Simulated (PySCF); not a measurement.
# Si2 under electron impact: the energy ladder

CCSD(T) in PySCF with def2-TZVPPD on every atom, for the lowest determinant that a PBE0 search found; no spin–orbit coupling.

```csv
species,state (unpaired electrons),Re (Å),ωe (cm⁻¹),energy of the minimum from the neutral (eV),De (eV),dissociates to
Si2,triplet (π ↑↑),2.260,512,0.00,3.10,Si + Si
Si₂⁺,"quartet (σ ↑, π ↑↑)",2.277,472,7.81,3.39,Si⁺ + Si
```

Problem. Work out the lowest energy to break Si2 into atoms, from its vibrational ground state.

Solution. D0 = De − ωe/2 = 3.10 − 0.03 = 3.07 eV (CCSD(T)/def2-TZVPPD).

Problem. Work out the ionisation energy of the Si atom at this level and the threshold of dissociative ionisation.

Solution. IE(Si) = 7.81 + 3.39 − 3.10 = 8.10 eV, so Si⁺ + Si + e⁻ appears at D0 + IE(Si) = 11.17 eV (CCSD(T)/def2-TZVPPD). The measured IE(Si) is 8.152 eV (NIST ASD).

These are thermodynamic thresholds; the onsets seen under electron impact lie higher where the geometry changes, and cross-sections peak well above them.

Correlated steps freeze 10 core orbitals. States were picked by a PBE0 search and need not be the measured ground states.
